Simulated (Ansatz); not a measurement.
Mulliken charges of `C=CN1C=C1` from ωB97M-V/def2-TZVPP in Ansatz (PBE0-D4/def2-TZVP geometry).

| atom | x (Å) | y (Å) | z (Å) | charge (e) |
| --- | --- | --- | --- | --- |
| C1 | -1.284 | -0.102 | -0.932 | -0.217 |
| C2 | -0.334 | -0.864 | -0.408 | -0.026 |
| N3 | 0.961 | -0.435 | -0.039 | -0.263 |
| C4 | 1.112 | 0.130 | 1.330 | -0.013 |
| C5 | 1.072 | 0.988 | 0.391 | -0.157 |
| H6 | -2.219 | -0.529 | -1.271 | 0.096 |
| H7 | -1.153 | 0.969 | -1.050 | 0.065 |
| H8 | -0.468 | -1.937 | -0.296 | 0.097 |
| H9 | 1.241 | -0.235 | 2.332 | 0.207 |
| H10 | 1.156 | 1.962 | -0.054 | 0.210 |

Q: By hand: the dipole of these point charges (1 e Å = 4.8032 D).

A: Σ q r = (0.018, 0.190, 0.397) e Å, of length 0.440 e Å = 2.11 D.

Q: How does the dipole of the full density compare? (An estimate is asked.)

A: Computed: (-0.046, 0.210, 0.284) e Å, 1.71 D; the point charges give 1.23 times that, at 15° from its direction.

Point charges leave out the atoms' own dipoles, such as those of lone pairs, and Mulliken's split depends on the basis, so the two needn't agree.
